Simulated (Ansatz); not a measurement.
# BH3F− (SMILES [H][B-]([H])([H])F) at 6 levels

We compute a comparison of 6 runs (UHF/STO-3G, B3LYP/STO-3G, BHLYP/STO-3G, r2SCAN0/STO-3G, CCSDTQ/STO-3G, CCSD/STO-3G) of BH3F−. 

The results are computed with Ansatz 0.2.0.

3 further runs of the same task are left out: 2 that didn't finish, 1 set aside as unsound or not needed.

### 1 Starting point

BH3F−: 5 atoms, total charge -1, spin state singlet. As SMILES, `[H][B-]([H])([H])F`. The H5–B1 distance was set to 2.452 Å, away from the relaxed value. At this shape a bond of the SMILES string is far longer than usual.

Bond lengths: B1–F2 1.447 Å, B1–H3 1.227 Å, B1–H4 1.228 Å. Angles: F2–B1–H3 108.4°, F2–B1–H4 108.4°, H3–B1–H4 110.5°.

### 2 The energy at UHF/STO-3G (run 1)

The input, run.yaml:

```yaml
crystal:
  periodic: [false, false, false]
  atoms:
    - {symbol: B, position_ang: [0.580989, 1.004542, 0.339453]}
    - {symbol: F, position_ang: [0.593839, 0.983242, 1.785813]}
    - {symbol: H, position_ang: [1.741409, 1.015902, -0.057687]}
    - {symbol: H, position_ang: [-0.009211, 2.016832, -0.027557]}
    - {symbol: H, position_ang: [-0.581670, -1.003790, -0.453700]}
basis:
  gaussian: {orbitals: STO-3G}
total_charge: -1
magnetization: {spin_polarized: true, initial_magnetization: 0}
hamiltonian: {xc: hf}
accuracy: high
```

The run is started by

```
$ ansatz run run.yaml --threads 1 --pin off --max-ram 2610MiB --events-out events.jsonl --progress --plain --runs-dir runs
```

The log of the run:

```text
Warning: RAYON_NUM_THREADS=1 ignored (pool sized by the plan → 1); use --threads N
Functional definition: HF
  name "HF"
  exchange = exact_x
  correlation = 0
207 factors; integrals over basis functions are off by at most 1.0e-8 eV
mean field evaluation 1: about -3366.8139 eV, gradient 1.2e1 eV
mean field evaluation 2: about -3366.8587 eV, gradient 1.2e1 eV
mean field evaluation 4: about -3369.5419 eV, gradient 1.2e0 eV
mean field evaluation 8: about -3369.5528 eV, gradient 3.7e-2 eV
mean field evaluation 16: about -3369.8543 eV, gradient 1.9e0 eV
mean field evaluation 32: about -3370.4019 eV, gradient 3.3e-3 eV
mean field evaluation 64: about -3369.5528 eV, gradient 3.5e-3 eV
mean field -3370.45940689 eV, -123.8620986237 hartree, gradient 2.1e-8 eV, S^2 0.720697; 3 other end points of the search recorded, 0 dependent functions left out
reference -3370.45940689 eV, -123.8620986237 hartree; 9, 9 occupied and 4, 4 virtual orbitals, 207 factors
Total energy: -3370.45940689 eV, -123.8620986237 hartree
```

Wall time 0.1 s (1 thread of Arm Neoverse V1, shared host).

### 3 A single-point energy at B3LYP/STO-3G (run 2)

The input, molecule.yaml:

```yaml
crystal:
  periodic: [false, false, false]
  atoms:
    - symbol: B
      position_ang: [0.580989, 1.004542, 0.339453]
    - symbol: F
      position_ang: [0.593839, 0.983242, 1.785813]
    - symbol: H
      position_ang: [1.741409, 1.015902, -0.057687]
    - symbol: H
      position_ang: [-0.009211, 2.016832, -0.027557]
    - symbol: H
      position_ang: [-0.581670, -1.003790, -0.453700]
basis:
  gaussian: {orbitals: STO-3G}
total_charge: -1
hamiltonian: {xc: {name: B3LYP}}
accuracy: high
```

The run is started by

```
$ ansatz run molecule.yaml --threads 1 --pin off --max-ram 2610MiB --events-out events.jsonl --progress --plain --runs-dir runs
```

The log of the run:

```text
Warning: RAYON_NUM_THREADS=1 ignored (pool sized by the plan → 1); use --threads N
Functional definition: B3LYP
  name "B3LYP"
  parameter a0 = 0.2
  parameter ax = 0.72
  parameter ac = 0.81
  exchange = (1 - a0 - ax)*slater_x + ax*b88_x + a0*exact_x
  correlation = (1 - ac)*vwn_rpa_c + ac*lyp_c
207 factors; integrals over basis functions are off by at most 1.0e-8 eV
mean field evaluation 1: about -3371.3759 eV, gradient 6.8e1 eV
mean field evaluation 2: about -3365.9024 eV, gradient 4.5e1 eV
mean field evaluation 4: about -3387.0062 eV, gradient 1.1e1 eV
mean field evaluation 8: about -3387.6643 eV, gradient 2.2e-1 eV
mean field evaluation 16: about -3387.6155 eV, gradient 1.6e-5 eV
mean field -3387.61552198 eV, -124.4925742245 hartree, gradient 2.0e-8 eV, S^2 0.000000; 0 other end points of the search recorded, 0 dependent functions left out
reference -3387.61554659 eV, -124.4925751290 hartree; 9, 9 occupied and 4, 4 virtual orbitals, 207 factors
Total energy: -3387.61554659 eV, -124.4925751290 hartree
```

It took 0.75 s on 1 thread of Arm Neoverse V1, shared host.

Runs 3 to 4 aren't shown in full; the table further down has their settings and results.

### 4 The energy at CCSDTQ/STO-3G (run 5)

The input, input.yaml:

```yaml
crystal:
  periodic: [false, false, false]
  atoms:
    - {symbol: B, position_ang: [0.580989, 1.004542, 0.339453]}
    - {symbol: F, position_ang: [0.593839, 0.983242, 1.785813]}
    - {symbol: H, position_ang: [1.741409, 1.015902, -0.057687]}
    - {symbol: H, position_ang: [-0.009211, 2.016832, -0.027557]}
    - {symbol: H, position_ang: [-0.581670, -1.003790, -0.453700]}
basis:
  gaussian:
    orbitals: STO-3G
total_charge: -1
magnetization:
  spin_polarized: false
  initial_magnetization: 0
correlation:
  method: ccsdtq
  frozen_orbitals: {B: 1, F: 1, H: 0}
accuracy: high
scf:
  omitted_lower_state_checks: [cluster_reference, increment]
```

The run is started by

```
$ ansatz run input.yaml --threads 1 --pin off --max-ram 2610MiB --events-out events.jsonl --progress --plain --runs-dir runs
```

The log of the run:

```text
Warning: RAYON_NUM_THREADS=1 ignored (pool sized by the plan → 1); use --threads N
[... 11 lines left out ...]
2 core orbitals not correlated: weight in the atoms' cores, before any rotation towards them, 1.000 or more for the frozen orbitals, at most 0.000 for the correlated occupied ones
[... 31 lines left out ...]
WARN: these amplitudes may be one of several solutions (largest doubles amplitude 0.36, level shift 1.05 eV)
Total energy: -3372.97110780 eV, -123.9544019297 hartree
Checks for a lower state left out: cluster_reference, increment
```

It took 3.3 s on 1 thread of Arm Neoverse V1, shared host; peak memory 0.1 GiB.

### 5 A single-point energy at CCSD/STO-3G (run 6)

The input, molecule.yaml:

```yaml
crystal:
  periodic: [false, false, false]
  atoms:
    - {symbol: B, position_ang: [0.580989, 1.004542, 0.339453]}
    - {symbol: F, position_ang: [0.593839, 0.983242, 1.785813]}
    - {symbol: H, position_ang: [1.741409, 1.015902, -0.057687]}
    - {symbol: H, position_ang: [-0.009211, 2.016832, -0.027557]}
    - {symbol: H, position_ang: [-0.581670, -1.003790, -0.453700]}
basis:
  gaussian: {orbitals: STO-3G}
total_charge: -1
correlation: {method: ccsd, frozen_orbitals: {B: 1, F: 1, H: 0}}
accuracy: high
scf: {omitted_lower_state_checks: [cluster_reference, increment]}
```

The run is started by

```
$ ansatz run molecule.yaml --threads 1 --pin off --max-ram 2610MiB --events-out events.jsonl --progress --plain --runs-dir runs
```

The log of the run, cut to the lines that bear on the results:

```text
Warning: RAYON_NUM_THREADS=1 ignored (pool sized by the plan → 1); use --threads N
Functional definition: HF
  name "HF"
[...]
207 factors; integrals over basis functions are off by at most 1.0e-8 eV
[...]
mean field -3369.55280746 eV, -123.8287817093 hartree, gradient 1.2e-8 eV, S^2 0.000000; 0 other end points of the search recorded, 0 dependent functions left out; unrestricted orbitals would lower it
2 core orbitals not correlated: weight in the atoms' cores, before any rotation towards them, 1.000 or more for the frozen orbitals, at most 0.000 for the correlated occupied ones
reference -3369.55280746 eV, -123.8287817093 hartree; 7, 7 occupied and 4, 4 virtual orbitals, 207 factors
second order -2.33350457 eV of doubles, -0.00000000 eV of singles
cycle   1  -2.65966620 eV  change   -4.5e-1 eV  update   1.3e-1
[...]
cycle  22  -3.30381224 eV  change  -6.9e-10 eV  update  2.3e-10
WARN: these amplitudes may be one of several solutions (largest doubles amplitude 0.35, level shift 1.05 eV)
Total energy: -3372.85661971 eV, -123.9501945698 hartree
Checks for a lower state left out: cluster_reference, increment
```

It took 0.1 s on 1 thread of Arm Neoverse V1, shared host.

### 6 Overview of the runs

| run | level | frozen core orbitals | energy (Eh) | wall time |
| --- | --- | --- | --- | --- |
| 1 | UHF/STO-3G | – | -123.862099 | 0.1 s |
| 2 | B3LYP/STO-3G | – | -124.492575 | 0.75 s |
| 3 | BHLYP/STO-3G | – | -124.423934 | 0.64 s |
| 4 | r2SCAN0/STO-3G | – | -124.424838 | 1.8 s |
| 5 | CCSDTQ/STO-3G | 2 | -123.954402 | 3.3 s |
| 6 | CCSD/STO-3G | 2 | -123.950195 | 0.1 s |

### 7 What came out

| quantity | value |
| --- | --- |
| run 6: total energy | -123.95019 Eh |
| run 6: correlation energy (2 core orbitals frozen) | -121.4 mEh |
| run 6: T1 diagnostic | 0.046 |

In words: Below the UHF energy at the same shape and in the same basis (STO-3G): CCSDTQ -92.3 mEh; CCSD -88.1 mEh. Some of these start from another determinant than that one, so these aren't their correlation energies. Totals of different functionals can't be ranked against each other. In run 6 the T1 diagnostic is large, so a single reference may not serve. In runs 5, 6 the log says that unrestricted orbitals would lower the reference, so the values rest on an unstable closed-shell determinant (other closed-shell runs at this shape may share the fault). In runs 1, 2, 3, 4, 5, 6 the basis is minimal, so the values are rough. Spin contamination of the reference: run 1 ⟨S²⟩ = 0.72. Where it is this large, the reference is a mixture of spin states, and values that rest on it are in doubt. All runs together took 6.7 s, the longest 3.3 s.
